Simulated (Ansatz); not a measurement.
# P4 (SMILES p12p3p1p23): single points off equilibrium

An exercise on one series of results from a longer session: the logs are not shown, and one member is left open.

The runs use Ansatz 0.2.0, Gaussian basis; single points in def2-TZVPP.

Cores are frozen in the correlated methods. B3LYP uses VWN-RPA correlation.

### The starting structure

SMILES `p12p3p1p23`, 4 atoms, charge 0, spin multiplicity 1.

Atoms are counted from 1 here; the program's logs count them from 0.

Bond lengths: P1–P2 2.188 Å, P1–P3 2.224 Å, P1–P4 2.251 Å, P2–P3 2.256 Å, P2–P4 2.292 Å. Angles: P2–P1–P3 61.5°, P2–P1–P4 62.1°, P3–P1–P4 62.9°, P1–P2–P3 60.0°, P1–P2–P4 60.3°, P3–P2–P4 61.7°, P1–P3–P2 58.5°, P1–P4–P2 57.6°.

Geometry (Å):

```mol
P4
  3D, bonds by distance, orders not assigned

  4  6  0  0  0  0  0  0  0  0999 V2000
   -0.6952   -0.1511    1.1060 P   0  0
    1.3190    0.1055    0.2915 P   0  0
   -0.1892   -1.1614   -0.8094 P   0  0
   -0.4542    1.1555   -0.7113 P   0  0
  1  2  8  0
  1  3  8  0
  1  4  8  0
  2  3  8  0
  2  4  8  0
  3  4  8  0
M  END
```

Set-up of the first run:

Input file run/in.yaml:

```yaml
crystal:
  periodic: [false, false, false]
  atoms:
    - {symbol: P, position_ang: [-0.695200, -0.151100, 1.106000]}
    - {symbol: P, position_ang: [1.319000, 0.105500, 0.291500]}
    - {symbol: P, position_ang: [-0.189200, -1.161400, -0.809400]}
    - {symbol: P, position_ang: [-0.454200, 1.155500, -0.711300]}
basis:
  gaussian: {orbitals: def2-TZVPP}
correlation: {method: ccsd_t}
output: {forces: true}
```

The command line of these runs was not kept.

Among the steps run: CCSD(T)/def2-TZVPP; PBE0-D4/def2-TZVPP; wB97M-V/def2-TZVPP; r2SCAN-D4/def2-TZVPP; PBE-D4/def2-TZVPP; BHLYP-D4/def2-TZVPP; B3LYP-D4/def2-TZVPP.

One of the session's tables, all rows but one given; the rest of the session is left out.

```
   method  RMS force component (eV/Å)  angle to CCSD(T) forces (°)  dipole (D)
  CCSD(T)                       0.770                    reference        0.05
  PBE0-D4                       1.100                         11.2        0.05
  wB97M-V                       1.096                         11.8        0.06
r2SCAN-D4                       0.987                          8.0        0.04
   PBE-D4                       0.764                          1.1        0.04
 BHLYP-D4                       1.182                         13.8        0.07
 B3LYP-D4                           ?                            ?           ?
```

**Question.** Estimate the row for B3LYP-D4.

**Answer.** RMS force component (eV/Å): 0.806; angle to CCSD(T) forces (°): 2.6; dipole (D): 0.06. In the column «RMS force component (eV/Å)» it lies between CCSD(T) (0.770) and r2SCAN-D4 (0.987).
